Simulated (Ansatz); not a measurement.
Ansatz (a quantum-chemistry and plane-wave program) input:

Ansatz 0.2 input:
```yaml
crystal:
  periodic: [false, false, false]
  atoms:
    - {symbol: C, position_ang: [1.32387517, -0.33985083, 0.00171701]}
    - {symbol: C, position_ang: [0.13350059, 0.54571857, -0.00149199]}
    - {symbol: N, position_ang: [-1.30429584, -0.04547649, -0.00059978]}
    - {symbol: H, position_ang: [1.36721107, -0.97230732, 0.90415822]}
    - {symbol: H, position_ang: [1.36821965, -0.97747849, -0.89702872]}
    - {symbol: H, position_ang: [0.12900011, 1.20414918, -0.88342468]}
    - {symbol: H, position_ang: [0.12801455, 1.20920228, 0.87663992]}
    - {symbol: H, position_ang: [-1.30375831, -0.68794311, 0.79374403]}
    - {symbol: H, position_ang: [-1.30287079, -0.69249357, -0.79124042]}
basis:
  gaussian:
    orbitals: def2-TZVPD
hamiltonian:
  xc: {name: B97M-V}
total_charge: -1
output: {forces: true}
```

Q: Predict the final energy.

A: -134.54887 Eh (B97M-V/def2-TZVPD). The basis has 165 functions.

It need not be the lowest isomer of its formula. Whether it binds its extra electron was not tested at this geometry.
